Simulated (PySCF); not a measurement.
CH2F2, SMILES FCF.

Coordinates come from a ωB97X-D3(BJ)/def2-TZVP optimisation.

Level of theory: ωB97X-D3(BJ)/def2-TZVP in PySCF.

No scaling factor is applied to the harmonic values.

Computed vibrational spectrum:
```csv
mode,ν (cm⁻¹),IR (km/mol),moving atoms (share of kinetic energy)
1,531,4.9,"F 85 %, C 13 %"
2,1116,254.5,"C 57 %, F 37 %"
3,1135,105.4,"C 51 %, F 42 %"
4,1189,18.7,"H 64 %, C 30 %"
5,1278,0.0,H 96 %
6,1469,21.1,"H 85 %, C 14 %"
7,1539,0.8,"H 91 %, C 9 %"
8,3079,42.2,H 96 %
9,3152,37.4,"H 89 %, C 11 %"
```
